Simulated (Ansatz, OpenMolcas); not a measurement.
# A ladder of methods for [PH2]− (phosphanide)

The species is [PH2]− (3 atoms), meant as a singlet with charge -1. SMILES: `[PH2-]`. Geometry: relaxed at GFN2-xTB.

| atom | x (Å) | y (Å) | z (Å) |
| --- | --- | --- | --- |
| P | 0.4989 | -0.2936 | 0.2450 |
| H | 0.1056 | 0.9902 | 0.1651 |
| H | -0.6045 | -0.6966 | -0.4102 |

Quantity: the energy change with the P1–H2 bond stretched from 1.345 to 2.690 Å, in eV. The values are calculated.

```
                                            level                    kind     program  value (eV)
     HF/6-31G* (spherical functions) (restricted)            Hartree–Fock      Ansatz        3.15
  SVWN5/6-31G* (spherical functions) (restricted)                     LDA      Ansatz        2.64
 revPBE/6-31G* (spherical functions) (restricted)                     GGA      Ansatz        2.47
 r2SCAN/6-31G* (spherical functions) (restricted)                meta-GGA      Ansatz        2.74
r2SCAN0/6-31G* (spherical functions) (restricted)         hybrid meta-GGA      Ansatz        2.97
wB97M-V/6-31G* (spherical functions) (restricted)  range-separated hybrid      Ansatz        2.95
 B2PLYP/6-31G* (spherical functions) (restricted)           double hybrid      Ansatz        2.76
    MP2/6-31G* (spherical functions) (restricted)     perturbation theory      Ansatz        2.98
CCSD(T)/6-31G* (spherical functions) (restricted)   coupled cluster or CI      Ansatz        2.37
                                        FCI/3-21G      exact in the basis  OpenMolcas        2.03
```

A spin-restricted reference rises too steeply as a bond breaks; here HF/6-31G*, SVWN5/6-31G*, revPBE/6-31G*, r2SCAN/6-31G*, r2SCAN0/6-31G*, wB97M-V/6-31G*, B2PLYP/6-31G*, MP2/6-31G* lie well above the multireference or unrestricted value. Sets without diffuse functions describe the anion poorly. The first shape isn't each level's own minimum. The values span 2.03 to 3.15 eV. The coupled-cluster rows rest on a doubtful reference here (large T1 or Brueckner and Hartree–Fock orbitals at odds), and rows may lie in different states. High-level rows in very small sets aren't better than simpler rows in larger ones.
